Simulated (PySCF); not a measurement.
Homolysis of single bonds, series allenyl-X. Gas-phase values, no solvent. One relaxed conformer stands for each flexible species; it need not be the lowest. Strings in code marks are SMILES.

Level of theory: ωB97X-D3(BJ)/def2-TZVP // B3LYP-D3(BJ)/def2-TZVP run with PySCF. 

```json
[
 {"species": "radical fragment (`[CH]=C=C`)", "dipole moment (D)": "0.10"},
 {"species": "whole molecule (`C=C=CCC`)", "dipole moment (D)": "–"},
 {"species": "radical fragment (`[OH]`)", "dipole moment (D)": "[?]"},
 {"species": "radical fragment (`[CH2]O`)", "dipole moment (D)": "–"}
]
```

**Question.** What belongs in the gaps?

**Answer.** 
- radical fragment (`[OH]`), dipole moment (D): 1.78
